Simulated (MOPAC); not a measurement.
MOPAC input (MNDO):

```
MNDO PRECISE GNORM=0.05 LET XYZ CHARGE=-1 GEO-OK AUX(PRECISION=9) THREADS=1
C4H3S

S    -0.00339682 1   -0.00829351 1    1.17788329 1
C     0.00170050 1    1.27084117 1   -0.10510870 1
C    -0.00115788 1   -1.20666460 1   -0.05900771 1
C     0.00485736 1    0.80468746 1   -1.38105410 1
C     0.00306320 1   -0.63891180 1   -1.30946501 1
H     0.00173214 1    2.28649150 1    0.27241401 1
H    -0.00306457 1   -2.25722682 1    0.20206005 1
H     0.00490248 1   -1.27628193 1   -2.19279362 1
```

Output:

```
 *******************************************************************************
 **                                                                           **
 **                              MOPAC v23.2.5                                **
 **                                                                           **
 *******************************************************************************
 ** MOPAC's Digital Object Identifier: https://doi.org/10.5281/zenodo.6511958 **
 **                                                                           **
 ** Please cite the open-source release paper for use of this MOPAC version:  **
 ** J. E. Moussa and J. J. P. Stewart (2026)                                  **
 ** MOPAC: An open-source semiempirical molecular orbital program             **
 ** J. Open Source Softw., 11(119), 8025, https://doi.org/10.21105/joss.08025 **
 *******************************************************************************

                              MNDO CALCULATION RESULTS

 *******************************************************************************
 *  MNDO       - The MNDO Hamiltonian to be used
 *  GEO-OK     - OVERRIDE INTERATOMIC DISTANCE AND OTHER SAFETY CHECKS
 *
 *
 *
 *                 CHARGE ON SYSTEM = -1
 *
 *
 *
 *  LET        - OVERRIDE SOME SAFETY CHECKS
 *  PRECISE    - TIGHTER CRITERIA TO BE USED
 *  XYZ        - CARTESIAN COORDINATE SYSTEM TO BE USED
 *  GNORM      - EXIT WHEN GRADIENT NORM DROPS BELOW 0.050
 *  AUX        - OUTPUT AUXILIARY INFORMATION
 *******************************************************************************
MNDO PRECISE GNORM=0.05 LET XYZ CHARGE=-1 GEO-OK AUX(PRECISION=9) THREADS=1
 C4H3S

   ATOM   CHEMICAL          X               Y               Z
  NUMBER   SYMBOL      (ANGSTROMS)     (ANGSTROMS)     (ANGSTROMS)

     1       S         -0.00339682  *  -0.00829351  *   1.17788329  *
     2       C          0.00170050  *   1.27084117  *  -0.10510870  *
     3       C         -0.00115788  *  -1.20666460  *  -0.05900771  *
     4       C          0.00485736  *   0.80468746  *  -1.38105410  *
     5       C          0.00306320  *  -0.63891180  *  -1.30946501  *
     6       H          0.00173214  *   2.28649150  *   0.27241401  *
     7       H         -0.00306457  *  -2.25722682  *   0.20206005  *
     8       H          0.00490248  *  -1.27628193  *  -2.19279362  *

          CARTESIAN COORDINATES

    NO.       ATOM           X           Y           Z

     1         S         -0.0034     -0.0083      1.1779
     2         C          0.0017      1.2708     -0.1051
     3         C         -0.0012     -1.2067     -0.0590
     4         C          0.0049      0.8047     -1.3811
     5         C          0.0031     -0.6389     -1.3095
     6         H          0.0017      2.2865      0.2724
     7         H         -0.0031     -2.2572      0.2021
     8         H          0.0049     -1.2763     -2.1928

  H: (MNDO): M.J.S. DEWAR, W. THIEL, J. AM. CHEM. SOC., 99, 4899, (1977)
  C: (MNDO): M.J.S. DEWAR, W. THIEL, J. AM. CHEM. SOC., 99, 4899, (1977)
  S: (MNDO): M.J.S.DEWAR, C.H. REYNOLDS, J. COMP. CHEM. 7, 140-143 (1986)

           Empirical Formula: C4 H3 S  =     8 atoms

      MOLECULAR POINT GROUP   :   Cs

      RHF CALCULATION, NO. OF DOUBLY OCCUPIED LEVELS = 13

          Geometry optimization using EF

          DIAGONAL MATRIX USED AS START HESSIAN

 CYCLE:     1  GRAD.:    91.215 HEAT:  68.33112
 CYCLE:     2  GRAD.:   274.725 HEAT:  78.58958
 CYCLE:     3  GRAD.:   300.458 HEAT:  86.18264
 CYCLE:     4  GRAD.:   129.023 HEAT:  70.04596
 CYCLE:     5  GRAD.:   252.675 HEAT:  80.20569
 CYCLE:     6  GRAD.:   220.299 HEAT:  74.83414
 CYCLE:     7  GRAD.:   281.217 HEAT:  79.17451
 CYCLE:     8  GRAD.:   329.402 HEAT:  84.64591
 CYCLE:     9  GRAD.:   176.216 HEAT:  74.20966
 CYCLE:    10  GRAD.:   199.942 HEAT:  77.30715
 CYCLE:    11  GRAD.:   166.948 HEAT:  71.72731
 CYCLE:    12  GRAD.:   201.225 HEAT:  75.09963
 CYCLE:    13  GRAD.:   171.024 HEAT:  72.94882
 CYCLE:    14  GRAD.:   221.153 HEAT:  73.90972
 CYCLE:    15  GRAD.:   165.974 HEAT:  72.78127
 CYCLE:    16  GRAD.:   110.970 HEAT:  69.05023
 CYCLE:    17  GRAD.:   116.993 HEAT:  67.34862
 CYCLE:    18  GRAD.:    60.863 HEAT:  64.93937
 CYCLE:    19  GRAD.:    28.644 HEAT:  64.14783
 CYCLE:    20  GRAD.:     4.550 HEAT:  63.94608
 CYCLE:    21  GRAD.:     1.466 HEAT:  63.93984
 CYCLE:    22  GRAD.:     0.257 HEAT:  63.93886
 CYCLE:    23  GRAD.:     0.122 HEAT:  63.93883
 CYCLE:    24  GRAD.:     0.026 HEAT:  63.93882

     GRADIENT =  0.02584 IS LESS THAN CUTOFF =  0.05000

 -------------------------------------------------------------------------------
 MNDO PRECISE GNORM=0.05 LET XYZ CHARGE=-1 GEO-OK AUX(PRECISION=9) THREADS=1
 C4H3S

     GEOMETRY OPTIMISED USING EIGENVECTOR FOLLOWING (EF).
     SCF FIELD WAS ACHIEVED

                              MNDO CALCULATION
                                                       MOPAC v23.2.5 Linux

          FINAL HEAT OF FORMATION =         63.93882 KCAL/MOL =     267.52001 KJ/MOL

          COSMO AREA              =        111.42 SQUARE ANGSTROMS
          COSMO VOLUME            =        100.36 CUBIC ANGSTROMS

          GRADIENT NORM           =          0.02584          =       0.00914 PER ATOM
          IONIZATION POTENTIAL    =          2.054380 EV
          HOMO LUMO ENERGIES (EV) =         -2.054  5.772
          NO. OF FILLED LEVELS    =         13
          MOLECULAR WEIGHT        =         83.1277         POINT GROUP:  Cs

          MOLECULAR DIMENSIONS (Angstroms)

            Atom       Atom       Distance
            H     7    H     6     4.52364
            H     8    S     1     3.33533
            C     5    C     3     0.00000

          SCF CALCULATIONS        =         25

   ATOM   CHEMICAL          X               Y               Z
  NUMBER   SYMBOL      (ANGSTROMS)     (ANGSTROMS)     (ANGSTROMS)

     1       S         -0.00319678  *   0.01888937  *   1.11872705  *
     2       C          0.00161235  *   1.26907847  *  -0.07513358  *
     3       C         -0.00118898  *  -1.19487189  *  -0.04368167  *
     4       C          0.00466555  *   0.77322883  *  -1.32639635  *
     5       C          0.00305125  *  -0.67116896  *  -1.31765159  *
     6       H          0.00172479  *   2.28862849  *   0.27578821  *
     7       H         -0.00317058  *  -2.23492229  *   0.24744884  *
     8       H          0.00500266  *  -1.26870513  *  -2.22472551  *

                             CARTESIAN COORDINATES

   1    S       -0.003196775     0.018889371     1.118727049
   2    C        0.001612348     1.269078466    -0.075133576
   3    C       -0.001188978    -1.194871894    -0.043681672
   4    C        0.004665552     0.773228828    -1.326396352
   5    C        0.003051248    -0.671168955    -1.317651588
   6    H        0.001724789     2.288628491     0.275788206
   7    H       -0.003170577    -2.234922292     0.247448844
   8    H        0.005002661    -1.268705130    -2.224725514

           Empirical Formula: C4 H3 S  =     8 atoms

      MOLECULAR POINT GROUP   :   Cs

                  EIGENVALUES
 -33.87134 -24.64917 -20.04398 -13.80106 -13.69384 -10.61924  -8.16653  -7.48162
  -7.19180  -7.05863  -3.91725  -3.26219  -2.05438   5.77231   7.84075   8.31268
   8.40248   9.36065   9.94467  10.28347  11.22128  12.30446  13.20296

              NET ATOMIC CHARGES AND DIPOLE CONTRIBUTIONS

  ATOM NO.   TYPE          CHARGE      No. of ELECS.   s-Pop       p-Pop
    1          S           0.014423        5.9856     1.80167     4.18391
    2          C          -0.283019        4.2830     1.25050     3.03252
    3          C          -0.320541        4.3205     1.25245     3.06809
    4          C          -0.471335        4.4713     1.44796     3.02338
    5          C          -0.026529        4.0265     1.21966     2.80686
    6          H           0.033195        0.9668     0.96680
    7          H           0.038010        0.9620     0.96199
    8          H           0.015796        0.9842     0.98420
 DIPOLE           X         Y         Z       TOTAL
 POINT-CHG.    -0.012    -1.602     3.394     3.753
 HYBRID        -0.001    -1.196    -0.200     1.213
 SUM           -0.012    -2.798     3.194     4.246

          ATOMIC ORBITAL ELECTRON POPULATIONS

     Atom    s        px        py        pz
    1  S   1.80167   1.85635   1.05367   1.27389
    2  C   1.25050   1.27074   0.88044   0.88135
    3  C   1.25245   1.18770   0.91460   0.96579
    4  C   1.44796   0.71026   1.00398   1.30914
    5  C   1.21966   0.97495   0.95933   0.87259
    6  H   0.96680
    7  H   0.96199
    8  H   0.98420

 **********************
 *                    *
 * JOB ENDED NORMALLY *
 *                    *
 **********************

 == MOPAC DONE ==
```

The dipole moment of an ion depends on the origin.
